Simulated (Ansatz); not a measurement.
Scan of F4Si, singlet: flattening of a tetrahedron along the D2d path, bond length relaxed. Scanned: the two opposite F-Si-F angles (109.47 = tetrahedral, 180 = square planar). Other coordinates (Si-F bond length) were minimised at PBE0/def2-TZVP.

Calculation: CCSD(T) on RHF/aug-cc-pVTZ, frozen core run with Ansatz (a first-principles code).

Scanned values (°): 90, 96.50, 101.50, 106.34, 109.47, 116.50, 123, 133, 143, 153, 163, 173, 180.

### Question
Describe the profile: where are the wells and the tops?

### Answer
Lower than their neighbours: 109.47° (0.0 kcal/mol). Higher than their neighbours: 90° (19.2 kcal/mol, end of the scan), 180° (63.1 kcal/mol, end of the scan). The whole profile spans 63.1 kcal/mol.
